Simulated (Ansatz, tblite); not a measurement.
# The cluster SiS3−: one state, many levels

The task here is to estimate one member of a computed series from the others.

The runs use Ansatz 0.2.0, Gaussian basis; as each input shows.

The runs, in order: GFN1-xTB, GFN2-xTB, PBE-D4/def2-TZVPD, r2SCAN-D4/def2-TZVPD, LC-ωPBE/def2-TZVPD, BHLYP-D4/def2-TZVPD, r2SCAN0-D4/def2-TZVPD, LDA/def2-TZVPD, B97M-V/def2-TZVPD, PBE-D4/def2-SVPD, PBE0-D4/def2-SVPD, HF/6-31G, B3LYP-D4/6-31G, CCSD(T)/def2-TZVPD, RPA/def2-TZVPD.

### The structure

The geometry is that of the doublet, from an earlier relaxation (PBE-D4/def2-TZVPD). At that level it is the lowest of the isomers that a small search found.

4 atoms, charge -1, spin multiplicity 2.

Bond lengths: Si1–S2 2.033 Å, Si1–S3 2.033 Å, Si1–S4 2.033 Å. Angles: S2–Si1–S3 120.0°, S2–Si1–S4 120.0°, S3–Si1–S4 120.0°.

The ion is computed in the gas phase, without counter-ions or solvent.

PBE0-D4/def2-TZVPD was run before; its log isn't repeated, and its numbers join the tables.

The first run:

Tight binding, by tblite at 300 K electronic temperature and without a spin-polarisation term:

```python
tblite.interface.Calculator('GFN1-xTB', numbers, positions, charge=-1, uhf=1).singlepoint()
```

Tight binding, by tblite at 300 K electronic temperature and without a spin-polarisation term:

```python
tblite.interface.Calculator('GFN2-xTB', numbers, positions, charge=-1, uhf=1).singlepoint()
```

start.molden holds the orbitals of an earlier run on this state, given as this run's starting guess.

Input file in.yaml:

```yaml
crystal:
  periodic: [false, false, false]
  atoms:
    - {symbol: Si, position_ang: [-0.000013, -0.000009, 0.000049]}
    - {symbol: S, position_ang: [-1.249703, -1.016122, 1.241229]}
    - {symbol: S, position_ang: [1.520848, 1.107268, 0.771908]}
    - {symbol: S, position_ang: [-0.271131, -0.091137, -2.013186]}
basis:
  gaussian: {orbitals: def2-TZVPD, initial_orbitals: start.molden}
total_charge: -1
magnetization: {spin_polarized: true, initial_magnetization: 1}
hamiltonian: {xc: pbe, dispersion: d4}
scf: {omitted_lower_state_checks: [starts]}
output: {orbitals: {seedname: orbitals}}
```

The run is started by

```
ansatz run in.yaml --threads 4 --pin off --events-out ev --progress --plain --max-ram 3916MiB
```

Steps of the session up to this table: PBE-D4/def2-TZVPD; r2SCAN-D4/def2-TZVPD; LC-ωPBE/def2-TZVPD; BHLYP-D4/def2-TZVPD; r2SCAN0-D4/def2-TZVPD; LDA/def2-TZVPD; B97M-V/def2-TZVPD; PBE-D4/def2-SVPD; PBE0-D4/def2-SVPD; HF/6-31G; B3LYP-D4/6-31G; CCSD(T)/def2-TZVPD; RPA/def2-TZVPD.

One table of the session follows, with a row left open; its other results are not shown here.

It belongs to the step «Levels side by side». 

```
                level  HOMO (eV)  gap (eV)
             HF/6-31G      -4.56      7.33
       LDA/def2-TZVPD          ?         ?
     PBE-D4/def2-SVPD      -1.57      0.62
    PBE-D4/def2-TZVPD      -1.53      0.63
 r2SCAN-D4/def2-TZVPD      -1.85      0.91
    B97M-V/def2-TZVPD      -1.82      0.78
       B3LYP-D4/6-31G      -2.33      1.74
    PBE0-D4/def2-SVPD      -2.71      2.20
   PBE0-D4/def2-TZVPD      -2.62      2.18
r2SCAN0-D4/def2-TZVPD      -2.71      2.26
  BHLYP-D4/def2-TZVPD      -3.20      3.39
   LC-ωPBE/def2-TZVPD      -4.58      5.66
```

**Question.** Estimate the row for LDA/def2-TZVPD.

The run gave: HOMO (eV): -1.59; gap (eV): 0.48. In the column «HOMO (eV)» it lies between B97M-V/def2-TZVPD (-1.82) and PBE-D4/def2-SVPD (-1.57).
